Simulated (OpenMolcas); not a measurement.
## How methods differ on Li2 (lithium dimer)

Li2 has 2 atoms, charge 0, and is taken as a singlet. As SMILES, `[Li][Li]`. Geometry: the measured bond length.

| atom | x (Å) | y (Å) | z (Å) |
| --- | --- | --- | --- |
| Li | 0.0000 | 0.0000 | 0.0000 |
| Li | 0.0000 | 0.0000 | 2.6729 |

Quantity: the energy change with the Li1–Li2 bond stretched from 2.673 to 3.341 Å, in eV. The values are calculated.

```json
{"level": "SVWN5/3-21G (restricted)", "kind": "LDA", "program": "OpenMolcas", "value (eV)": "0.17", "less FCI/3-21G": "0.00", "CPU time (all runs)": "4.8 s"}
{"level": "PBE/3-21G (restricted)", "kind": "GGA", "program": "OpenMolcas", "value (eV)": "0.16", "less FCI/3-21G": "-0.01", "CPU time (all runs)": "5.2 s"}
{"level": "r2SCAN/3-21G (restricted)", "kind": "meta-GGA", "program": "OpenMolcas", "value (eV)": "0.15", "less FCI/3-21G": "-0.02", "CPU time (all runs)": "5.8 s"}
{"level": "B3LYP/3-21G (restricted)", "kind": "global hybrid", "program": "OpenMolcas", "value (eV)": "0.19", "less FCI/3-21G": "+0.02", "CPU time (all runs)": "5.3 s"}
{"level": "B2PLYP/3-21G (restricted)", "kind": "double hybrid", "program": "OpenMolcas", "value (eV)": "0.18", "less FCI/3-21G": "+0.01", "CPU time (all runs)": "5.1 s"}
{"level": "MP2/3-21G (restricted)", "kind": "perturbation theory", "program": "OpenMolcas", "value (eV)": "0.14", "less FCI/3-21G": "-0.03", "CPU time (all runs)": "3.3 s"}
{"level": "MRCI(2,8)/3-21G", "kind": "multireference", "program": "OpenMolcas", "value (eV)": "0.17", "less FCI/3-21G": "0.00", "CPU time (all runs)": "11 s"}
{"level": "CCSD(T)/3-21G (restricted)", "kind": "coupled cluster or CI", "program": "OpenMolcas", "value (eV)": "0.17", "less FCI/3-21G": "0.00", "CPU time (all runs)": "4.3 s"}
{"level": "FCI/3-21G", "kind": "exact in the basis", "program": "OpenMolcas", "value (eV)": "0.17", "less FCI/3-21G": "0.00", "CPU time (all runs)": "23 s"}
```

FCI/3-21G is exact within its basis and frozen core, so for wave-function methods in that basis the difference is their error; functionals converge differently with the basis, so for them it is only a difference. The first shape isn't each level's own minimum. The values span 0.14 to 0.19 eV. All rows use very small basis sets, so even the best lies far from the true value. Times are those of the runs behind each value, whatever else they computed, on shared processors of several kinds: orders of magnitude only.
